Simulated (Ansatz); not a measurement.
Predict the output of the script below (Ansatz's Python interface).

`torsion_c4h5cl.py`:
```python
# -*- coding: utf-8 -*-
'''Energy of C4H5Cl as one group turns about a bond.'''

import ansatz as az
from ase import Atoms


def main():
    atoms = Atoms(['C', 'C', 'C', 'C', 'Cl', 'H', 'H', 'H', 'H', 'H'], positions=[
        [-1.7254, -0.31, 0.5099],
        [-0.4486, -0.4151, 0.407],
        [0.4354, 0.3756, -0.4132],
        [1.8603, 0.1454, -0.4139],
        [-0.1348, 1.6579, -1.4038],
        [-2.3214, 0.5097, -0.0525],
        [-2.329, -0.9166, 1.1446],
        [0.0482, -1.188, 0.9939],
        [2.2344, -0.64, 0.2253],
        [2.4641, 0.73, -0.9943],
    ])

    # relax first, so that the scan starts from a minimum
    first = az.Crystal.molecule_from_ase(atoms).calculation()
    first = first.basis(gaussian='def2-SVP').functional('pbe0')
    first = first.relax(force_tolerance=0.02, max_steps=80)
    atoms.positions = first.run(threads=1, backend='cpu').report['positions_ang']

    start = atoms.get_dihedral(0, 1, 2, 3)
    energies = {}
    for turn in range(0, 360, 30):
        turned = atoms.copy()
        turned.set_dihedral(0, 1, 2, 3, start + turn, indices=[2, 3, 4, 8, 9])
        setup = (
            az.Crystal.molecule_from_ase(turned).calculation()
            .basis(gaussian='def2-SVP')
            .correlation('MP2')  # correlation on top of the mean field
        )
        energies[round((start + turn) % 360)] = setup.run(threads=1, backend='cpu').report['free_energy_ev']
    floor = min(energies.values())
    print('dihedral C0-C1-C2-C3 (deg)   E - E(min) (kcal/mol)')
    for angle, e in sorted(energies.items()):
        print(f'{angle:8d} {23.060548 * (e - floor):14.3f}  ' + '#' * int(30 * (e - floor) / max(max(energies.values()) - floor, 1e-9)))


if __name__ == '__main__':
    main()
```

`python torsion_c4h5cl.py` gives:
```text
dihedral C0-C1-C2-C3 (deg)   E - E(min) (kcal/mol)
      30          2.994  ###############
      60          3.486  ##################
      90          5.763  #############################
     120          5.318  ###########################
     150          1.891  #########
     180          0.000
     210          1.853  #########
     240          5.290  ###########################
     270          5.780  ##############################
     300          3.511  ##################
     330          2.981  ###############
     360          4.168  #####################
```

Caveats:
- The scan is rigid and the energies are electronic, in a modest basis. With rigid groups the curve can differ much from the relaxed path, the start wasn't checked as a minimum of this torsion, and equivalent turns needn't return to the same energy.
- The start is relaxed with a density functional and scanned with the wavefunction method, so it isn't exactly that method's minimum.
- Hardware and time: 57 s on 1 thread of Arm Neoverse V2, on a shared host, peak memory 0.29 GiB.
